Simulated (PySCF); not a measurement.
How methods differ on the ionisation energy of Ar

Ar [Ar] (1S) → Ar⁺ [Ne] 3s2 3p5 (2P), as a difference of total energies. Calculation: PySCF 2.14, in dyall-acv3z (19s12p6d4f, 113 functions); the non-relativistic Hamiltonian (point nucleus). Correlated levels: valence: [Ne] frozen; virtual orbitals above 40 to 60 times the deepest correlated orbital energy dropped. The calculations carry no spin-orbit coupling.

```
           method  ionisation energy (eV)
              UHF                  14.549
    MP2 (valence)                  15.738
SCS-MP2 (valence)                  15.636
   CCSD (valence)                  15.545
CCSD(T) (valence)                  15.603
```

Question: How much does correlation contribute at CCSD(T) (valence)?

Answer: 15.603 − (14.549) = 1.054 eV, measured against UHF.

A first-order spin-orbit estimate (lowest level to lowest level, LS coupling) adds -0.055 eV.

Errors of the correlated levels include the incompleteness of this basis and the frozen core.

For comparison: 15.760 eV (measured; NIST Atomic Spectra Database, ionization energies).
